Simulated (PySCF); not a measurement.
**Neon: a sound run and one with changed settings**

Sound run: Ne [Ne], Ne⁺ [He] 2s2 2p5. Computed with PySCF 2.14 in def2-TZVP, with the non-relativistic Hamiltonian (point nucleus). In the sound run the correlated levels freeze 1s2. The sound run starts from symmetry-adapted Hartree-Fock orbitals and uses a fine grid where one is needed.

A second run was set up differently.

```
species   method  sound run (hartree)  changed run (hartree)  converged
     Ne      MP2           -128.80312             -128.72940        yes
     Ne  CCSD(T)           -128.80984             -128.73220        yes
    Ne⁺      MP2           -128.01175             -127.93871        yes
    Ne⁺  CCSD(T)           -128.02629             -127.94554        yes
```

Ionisation energy of Ne:

| method | sound run (eV) | changed run (eV) |
| --- | --- | --- |
| UHF | 19.673 | 19.673 |
| MP2 | 21.534 | 21.516 |
| SCS-MP2 | 21.388 | 21.412 |
| CCSD | 21.274 | 21.357 |
| CCSD(T) | 21.321 | 21.406 |

Q: What was changed?
A. a valence shell is frozen
B. basis contracted for another Hamiltonian
C. too few SCF iterations
D. all electrons correlated in a valence basis

A: A. Freezing a valence shell removes pair correlation that changes on ionisation.
